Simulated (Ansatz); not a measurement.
# BFHN: the cost of one run

The runs use Ansatz 0.2.0, Gaussian basis; PBE0-D4/def2-TZVP structures, single points in def2-TZVPP, no counterpoise correction.

Levels: SPW92, PBE-D4, BLYP-D4, r2SCAN-D4, B97M-V, PBE0-D4, B3LYP-D4, r2SCAN0-D4, BHLYP-D4, CAM-B3LYP-D4, wB97X-V, wB97M-V, B2PLYP, PBE-QIDH, RPA on PBE, Hartree-Fock, MP2, CCSD, CCSD(T).

Cores are frozen in the correlated methods. B3LYP uses VWN-RPA correlation. B2PLYP carries no dispersion term here.

41 further runs of the same task are left out: 1 that didn't finish, 40 set aside as unsound or not needed.

**1. Where the work starts**

The complex: 6 atoms, charge 0, spin multiplicity 1.

Atoms are counted from 1 here; the program's logs count them from 0.

Bond lengths: B1–N3 1.234 Å, B1–F5 1.293 Å, H2–H4 0.747 Å, N3–H6 0.989 Å. Angles: N3–B1–F5 179.9°, B1–N3–H6 178.7°.

As a file:

```
B    -0.5449    0.6380    0.6260
H     2.1988   -0.6719   -0.5647
N    -1.4129    0.0533   -0.0273
H     1.5178   -0.8651   -0.8035
F     0.3664    1.2495    1.3096
H    -2.1252   -0.4036   -0.5402
```

Its parts: BFHN holds atoms 1, 3, 5, 6; H2 holds atoms 2, 4. Each part counts its atoms afresh in its own runs.

**2. Relaxing BFHN alone**

The input, relax-a/in.yaml:

```yaml
crystal:
  periodic: [false, false, false]
  atoms:
    - {symbol: B, position_ang: [-0.544871, 0.637987, 0.625965]}
    - {symbol: N, position_ang: [-1.412939, 0.053264, -0.027339]}
    - {symbol: F, position_ang: [0.366403, 1.249540, 1.309578]}
    - {symbol: H, position_ang: [-2.125180, -0.403599, -0.540156]}
basis:
  gaussian: {orbitals: def2-TZVP}
hamiltonian: {xc: pbe0, dispersion: d4}
relax: {f_tol: 0.005, max_steps: 200}
```

Command:

```sh
$ ansatz run in.yaml --threads 2 --pin off --events-out ev --progress --plain --max-ram 4352MiB
```

**Question.** How long does this run take on 2 threads of Arm Neoverse V2, shared host?

About 3.3 s.
